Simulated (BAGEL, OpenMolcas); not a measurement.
**How basis sets differ on C4H10S (2-methyl-2-propanethiol)**

C4H10S: 15 atoms, total charge 0, spin state singlet. As SMILES, `CC(C)(C)S`. Geometry: relaxed at PBE0-D4/def2-TZVP. This is one conformer, not always the lowest.

```xyz
15

C    -1.2946    0.2718    0.5585
C     0.1176    0.1804   -0.0004
C     1.0652   -0.3945    1.0451
C     0.1428   -0.6696   -1.2619
S     0.7639    1.8612   -0.3593
H    -1.3209    0.8897    1.4573
H    -1.9810    0.7052   -0.1727
H    -1.6622   -0.7280    0.8129
H     1.0699    0.2140    1.9521
H     2.0869   -0.4532    0.6635
H     0.7435   -1.4043    1.3142
H    -0.2012   -1.6847   -1.0367
H     1.1513   -0.7291   -1.6742
H    -0.5149   -0.2556   -2.0299
H    -0.1662    2.1968   -1.2684
```

Quantity: the HOMO–LUMO gap, in eV. The values are calculated.

```csv
level,kind,program,value (eV),CPU time
HF/ANO-R0 (sfX2C),Hartree–Fock,OpenMolcas,14.21,6.9 s
HF/ANO-RCC-MB (DKH2),Hartree–Fock,OpenMolcas,17.32,4.1 s
HF/def2-SV(P) (density fitting with tzvpp-jkfit),Hartree–Fock,BAGEL,13.68,2.3 s
HF/def2-SVP (density fitting with tzvpp-jkfit),Hartree–Fock,BAGEL,13.66,3.2 s
HF/def2-SVPD (density fitting with tzvpp-jkfit),Hartree–Fock,BAGEL,11.92,5.4 s
HF/def2-TZVP (density fitting with tzvpp-jkfit),Hartree–Fock,BAGEL,12.87,6.7 s
HF/def2-TZVPP (density fitting with tzvpp-jkfit),Hartree–Fock,BAGEL,12.90,10 s
HF/def2-TZVPPD (density fitting with tzvpp-jkfit),Hartree–Fock,BAGEL,11.15,14 s
```

The values span 11.15 to 17.32 eV. A Hartree–Fock LUMO above zero doesn't converge with the basis: it sinks as sets grow more diffuse. Orbital gaps aren't excitation energies. Times are those of the runs behind each value, whatever else they computed, on shared processors of several kinds: orders of magnitude only.
